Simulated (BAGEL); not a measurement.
# A workflow on CH7BSi (SMILES CB[SiH3])

We compute a single-point energy (HF/def2-SVP), then the energy (NEVPT2(2,2)/def2-SVP), then the energy (CASPT2(2,2)/def2-SVP) of CH7BSi. 

The results are computed with BAGEL 1.2.2.

1 further run of the same task is left out (set aside as unsound or not needed).

## Step 1: The structure to begin with

The species is CH7BSi (10 atoms), meant as a singlet with charge 0. As SMILES, `CB[SiH3]`. The C1–B2 distance was set to 2.945 Å, away from the relaxed value. At this shape a bond of the SMILES string is far longer than usual.

Bond lengths: B2–Si3 2.018 Å, C1–H4 1.106 Å, C1–H5 1.092 Å, C1–H6 1.091 Å, B2–H7 1.201 Å, Si3–H8 1.491 Å, Si3–H9 1.491 Å, Si3–H10 1.494 Å. Angles: B2–Si3–H8 111.7°, B2–Si3–H9 114.0°, B2–Si3–H10 107.9°, Si3–B2–H7 117.0°, H8–Si3–H9 108.2°, H8–Si3–H10 107.1°, H9–Si3–H10 107.6°, H4–C1–H5 105.3°, H4–C1–H6 106.0°, H5–C1–H6 110.4°.

## Step 2: The energy at HF/def2-SVP (density fitting with svp-jkfit) (run 1)

job.json

```json
{ "bagel": [

{
  "title": "molecule",
  "basis": "svp",
  "df_basis": "svp-jkfit",
  "angstrom": true,
  "geometry": [
    { "atom": "C", "xyz": [      -2.167777,       1.852203,      -0.475203 ] },
    { "atom": "B", "xyz": [       0.112000,       0.000300,      -0.689900 ] },
    { "atom": "Si", "xyz": [       1.014100,      -0.883100,       0.884800 ] },
    { "atom": "H", "xyz": [      -3.038277,       1.184703,      -0.614503 ] },
    { "atom": "H", "xyz": [      -2.237777,       2.589403,      -1.278303 ] },
    { "atom": "H", "xyz": [      -2.308477,       2.331303,       0.495097 ] },
    { "atom": "H", "xyz": [       0.516800,      -0.288200,      -1.783700 ] },
    { "atom": "H", "xyz": [       1.154200,      -2.354100,       0.685500 ] },
    { "atom": "H", "xyz": [       0.324900,      -0.654200,       2.186700 ] },
    { "atom": "H", "xyz": [       2.393700,      -0.320800,       0.999300 ] }
  ]
},

{
  "title": "hf"
},

{
  "title": "print",
  "file": "orbitals.molden",
  "orbitals": true
}

]}
```

Launch:

```
$ BAGEL_NUM_THREADS=1 BAGEL job.json > job.out
```

The log of the run:

```text
* using 1 threads per process

  ===============================================================
  ===============================================================

  *** Geometry ***

  { "atom" : "C", "xyz" : [     -4.096505,      3.500156,     -0.898004 ] },
  { "atom" : "B", "xyz" : [      0.211649,      0.000567,     -1.303722 ] },
  { "atom" : "Si", "xyz" : [      1.916371,     -1.668817,      1.672030 ] },
[... 6 lines of this table left out ...]
  { "atom" : "H", "xyz" : [      4.523437,     -0.606224,      1.888403 ] },

  Number of auxiliary basis functions:      404

  Since a DF basis is specified, we compute 2- and 3-index integrals:
    o Being stored without compression. Storage requirement is 0.021 GB

  Number of basis functions:       81
  Number of electrons      :       32

    * METHOD: MOLECULE                             0.15

  *** RHF ***

  === Nuclear Repulsion ===
    77.8688533034

      * DIIS with orbital gradients will be used.

  === RHF iteration (svp) ===
      0       -354.99053283          0.01792497           0.04
      1       -355.10010253          0.01539947           0.04
      2       -355.20500728          0.00221714           0.04
[... 9 lines of this table left out ...]
     12       -355.21117712          0.00000001           0.04
    * SCF iteration converged.

    * Permanent dipole moment:
           (   -0.143309,     0.240601,     0.130811) a.u.

    * METHOD: HF                                   0.63

    * METHOD: PRINT                                0.01

  ===============================================================
```

It took 0.91 s on 1 thread of Arm Neoverse V2, shared host; peak memory 0.15 GiB.

## Step 3: The energy at NEVPT2(2,2)/def2-SVP (density fitting with svp-jkfit) (run 2)

job.json

```json
{ "bagel": [

{
  "title": "molecule",
  "basis": "svp",
  "df_basis": "svp-jkfit",
  "angstrom": "true",
  "geometry": [
    { "atom": "C", "xyz": [   -2.167777,    1.852203,   -0.475203 ] },
    { "atom": "B", "xyz": [    0.112000,    0.000300,   -0.689900 ] },
    { "atom": "Si", "xyz": [    1.014100,   -0.883100,    0.884800 ] },
    { "atom": "H", "xyz": [   -3.038277,    1.184703,   -0.614503 ] },
    { "atom": "H", "xyz": [   -2.237777,    2.589403,   -1.278303 ] },
    { "atom": "H", "xyz": [   -2.308477,    2.331303,    0.495097 ] },
    { "atom": "H", "xyz": [    0.516800,   -0.288200,   -1.783700 ] },
    { "atom": "H", "xyz": [    1.154200,   -2.354100,    0.685500 ] },
    { "atom": "H", "xyz": [    0.324900,   -0.654200,    2.186700 ] },
    { "atom": "H", "xyz": [    2.393700,   -0.320800,    0.999300 ] }
  ]
},
{
  "title": "hf"
},
{
  "title": "casscf",
  "nstate": 1,
  "nact": 2,
  "nclosed": 15,
  "active": [16, 18],
  "maxiter": 200,
  "natocc": "true"
},
{
  "title": "nevpt2",
  "nstate": 1,
  "nact": 2,
  "nclosed": 15,
  "active": [16, 18],
  "maxiter": 200,
  "natocc": "true",
  "ncore": 7
},
{
  "title": "print",
  "file": "orbitals.molden",
  "orbitals": "true"
}

]}
```

Launch:

```
$ BAGEL_NUM_THREADS=1 BAGEL job.json > job.out
```

The log of the run:

```text
* using 1 threads per process

  ===============================================================
  ===============================================================

  *** Geometry ***

  { "atom" : "C", "xyz" : [     -4.096505,      3.500156,     -0.898004 ] },
  { "atom" : "B", "xyz" : [      0.211649,      0.000567,     -1.303722 ] },
  { "atom" : "Si", "xyz" : [      1.916371,     -1.668817,      1.672030 ] },
[... 6 lines of this table left out ...]
  { "atom" : "H", "xyz" : [      4.523437,     -0.606224,      1.888403 ] },

[... 23 lines left out ...]
    * SCF iteration converged.
[... 1 line left out ...]
    * Permanent dipole moment:
[... 27 lines left out ...]
    * Second-order optimization converged. *
[... 9 lines left out ...]
     * ci vector, state   0, <S^2> = 0.0000
[... 3 lines left out ...]
    * METHOD: CASSCF                               2.41

    * freezing 7 orbitals

  === DF-NEVPT2 calculation ===

    * 3-index integral transformation done
    * assembly done

      NEVPT2 correlation energy:   -0.2988576432      0.11

          (+0)     -0.2366026496
          (+0)'    -0.0145926355
          (+1)     -0.0085818647
          (+1)'    -0.0000000000
          (+2)     -0.0003170650
          (-1)     -0.0374987696
          (-1)'     0.0000000000
          (-2)     -0.0012646588

      NEVPT2 total energy:       -355.5716880277

    * METHOD: NEVPT2                               0.19

    * METHOD: PRINT                                0.01

  ===============================================================
```

Run time: 3.6 s. Hardware: 1 thread of Arm Neoverse V2, shared host; peak memory 0.15 GiB.

## Step 4: The energy at CASPT2(2,2)/def2-SVP (density fitting with svp-jkfit) (run 3)

input.json

```json
{ "bagel" : [

{
  "title" : "molecule",
  "basis" : "svp",
  "df_basis" : "svp-jkfit",
  "angstrom" : "true",
  "geometry" : [
    { "atom" : "C", "xyz" : [      -2.167777,       1.852203,      -0.475203 ] },
    { "atom" : "B", "xyz" : [       0.112000,       0.000300,      -0.689900 ] },
    { "atom" : "Si", "xyz" : [       1.014100,      -0.883100,       0.884800 ] },
    { "atom" : "H", "xyz" : [      -3.038277,       1.184703,      -0.614503 ] },
    { "atom" : "H", "xyz" : [      -2.237777,       2.589403,      -1.278303 ] },
    { "atom" : "H", "xyz" : [      -2.308477,       2.331303,       0.495097 ] },
    { "atom" : "H", "xyz" : [       0.516800,      -0.288200,      -1.783700 ] },
    { "atom" : "H", "xyz" : [       1.154200,      -2.354100,       0.685500 ] },
    { "atom" : "H", "xyz" : [       0.324900,      -0.654200,       2.186700 ] },
    { "atom" : "H", "xyz" : [       2.393700,      -0.320800,       0.999300 ] }
  ]
},

{ "title" : "hf" },

{ "title" : "casscf", "nstate" : 1, "nact" : 2, "nclosed" : 15, "nspin" : 0, "active" : [16, 18], "maxiter" : 200, "natocc" : "true" },

{ "title" : "print", "file" : "orbitals.molden", "orbitals" : "true" },

{ "title" : "smith", "method" : "caspt2", "ms" : "true", "xms" : "true", "sssr" : "true", "shift" : 0.2, "shift_imag" : "true", "ncore" : 7 }

]}
```

Launch:

```
$ BAGEL_NUM_THREADS=1 BAGEL input.json > input.out
```

The log of the run:

```text
* using 1 threads per process

  ===============================================================
  ===============================================================

  *** Geometry ***

  { "atom" : "C", "xyz" : [     -4.096505,      3.500156,     -0.898004 ] },
  { "atom" : "B", "xyz" : [      0.211649,      0.000567,     -1.303722 ] },
  { "atom" : "Si", "xyz" : [      1.916371,     -1.668817,      1.672030 ] },
[... 6 lines of this table left out ...]
  { "atom" : "H", "xyz" : [      4.523437,     -0.606224,      1.888403 ] },

[... 25 lines left out ...]
    * Permanent dipole moment:
[... 37 lines left out ...]
     * ci vector, state   0, <S^2> = 0.0000
[... 21 lines left out ...]
       #      aibj      arbs      arbi      airj      risj      airs      arst      rist         Etot      error   time
[... 8 lines left out ...]
      ------------------------------------------------------------------------------------------------------------------

    * CASPT2 energy : state  0     -355.5768499168
        w/o shift correction       -355.5744652778
        reference weight              0.8907358733

    * METHOD: SMITH                                0.36

  ===============================================================
```

It took 3.9 s on 1 thread of Arm Neoverse V2, shared host; peak memory 0.15 GiB.

## Step 5: Outcome

| quantity | value |
| --- | --- |
| run 1, HF/def2-SVP: total energy | -355.21118 Eh |
| run 1, HF/def2-SVP: dipole moment | 0.79 D |
| run 1, HF/def2-SVP: HOMO energy | -8.05 eV |
| run 1, HF/def2-SVP: LUMO energy | 0.95 eV |
| run 1, HF/def2-SVP: HOMO–LUMO gap | 8.99 eV |
| run 2, NEVPT2(2,2)/def2-SVP: total energy | -355.57169 Eh |
| run 3, CASPT2(2,2)/def2-SVP: total energy | -355.57685 Eh |

In words: One bond (run 1, HF/def2-SVP) is far stretched, which a spin-restricted single reference describes badly; a broken-symmetry solution may lie lower.
